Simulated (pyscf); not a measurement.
Substitution at Si: GeH₃• (SMILES [GeH3]) + SiH₄ (SMILES [SiH4]) → H₃Si–GeH₃ (SMILES [SiH3][GeH3]) + H• (SMILES [H])

Gas phase, doublet surface, charge 0. Bonds broken: Si5–H7. Bonds formed: Ge1–Si5. Optimised with ωB97X-D3(BJ)/def2-SVP in PySCF. MP2 and CC: frozen core, UHF for open shells. ΔMP2 is the change of the MP2 total energy from the triple- to the quadruple-zeta basis.

Transition state (Å):

```xyz
9

Ge     0.5034     0.0511    -1.2959
H     -0.6310     0.4224    -2.2671
H      1.8326     0.5761    -1.8666
H      0.5825    -1.4823    -1.1934
Si     0.0898     1.0137     0.8792
H      0.0504     2.4759     0.5660
H     -0.2294     1.7561     2.5572
H     -1.2186     0.3893     1.2480
H      1.2795     0.5436     1.6548
```

One imaginary mode, 564i cm⁻¹; descent along it reached the two sides named.

```json
[
 {"bond": "Si5–H7", "change": "breaks", "reactant side (Å)": "1.493", "saddle": "1.863", "product side": "3.6"},
 {"bond": "Ge1–Si5", "change": "forms", "reactant side (Å)": "3.6", "saddle": "2.414", "product side": "2.368"}
]
```

Electronic energies relative to the separated reactants (eV):

```json
[
 {"level": "ωB97X-D3(BJ)/def2-TZVP", "barrier": "0.83", "reaction energy": "+0.64", "reverse barrier": "0.19"},
 {"level": "PBE/def2-TZVP", "barrier": "0.71", "reaction energy": "+0.79", "reverse barrier": "-0.07"},
 {"level": "r²SCAN/def2-TZVP", "barrier": "0.76", "reaction energy": "+0.89", "reverse barrier": "-0.12"},
 {"level": "B3LYP-D3(BJ)/def2-TZVP", "barrier": "0.94", "reaction energy": "+0.96", "reverse barrier": "-0.01"},
 {"level": "PBE0-D3(BJ)/def2-TZVP", "barrier": "0.78", "reaction energy": "+0.75", "reverse barrier": "0.03"},
 {"level": "M06-2X/def2-TZVP", "barrier": "1.18", "reaction energy": "+1.03", "reverse barrier": "0.15"},
 {"level": "ωB97M-D3(BJ)/def2-TZVP", "barrier": "1.11", "reaction energy": "+0.94", "reverse barrier": "0.17"},
 {"level": "HF/def2-TZVP", "barrier": "1.66", "reaction energy": "+0.96", "reverse barrier": "0.70"},
 {"level": "MP2/def2-QZVPP", "barrier": "1.08", "reaction energy": "+0.72", "reverse barrier": "0.35"},
 {"level": "CCSD/def2-TZVPP", "barrier": "1.22", "reaction energy": "+0.94", "reverse barrier": "0.28"},
 {"level": "CCSD(T)/def2-TZVPP", "barrier": "1.12", "reaction energy": "+0.88", "reverse barrier": "0.24"},
 {"level": "CCSD(T)/def2-TZVPP + ΔMP2(QZVPP)", "barrier": "1.07", "reaction energy": "+0.85", "reverse barrier": "0.21"}
]
```

With CCSD(T)/def2-TZVPP + ΔMP2(QZVPP) energies and thermal terms (ideal gas, 1 atm, RRHO with modes under 100 cm⁻¹ raised to 100, one conformer, R ln 2 for chiral ones without a mode under 150 cm⁻¹), in eV:

```json
[
 {"T (K)": "298", "ΔH‡": "0.97", "ΔG‡": "1.35", "ΔH": "+0.77", "ΔG": "+0.85"},
 {"T (K)": "600", "ΔH‡": "1.02", "ΔG‡": "1.72", "ΔH": "+0.83", "ΔG": "+0.92"},
 {"T (K)": "900", "ΔH‡": "1.06", "ΔG‡": "2.06", "ΔH": "+0.89", "ΔG": "+0.95"},
 {"T (K)": "1200", "ΔH‡": "1.10", "ΔG‡": "2.39", "ΔH": "+0.95", "ΔG": "+0.96"}
]
```

At PBE, r²SCAN, B3LYP-D3(BJ) this geometry lies under the product side: in single points on another level's saddle the reverse barrier vanishes, and the forward threshold there is about the reaction energy. One saddle was located; it need not be the lowest between these sides. The angle at the attacked Si is 180°. The CCSD(T) − MP2 part came from Ansatz, without density fitting, on the same reference. The frozen core leaves the outer d or s,p core shells of the metals and heavy elements correlated in the MP2 and CC values, and def2-TZVPP describes them poorly, which can shift differences by a few kcal/mol. Elements up to Kr have no core potential and no relativistic terms here.
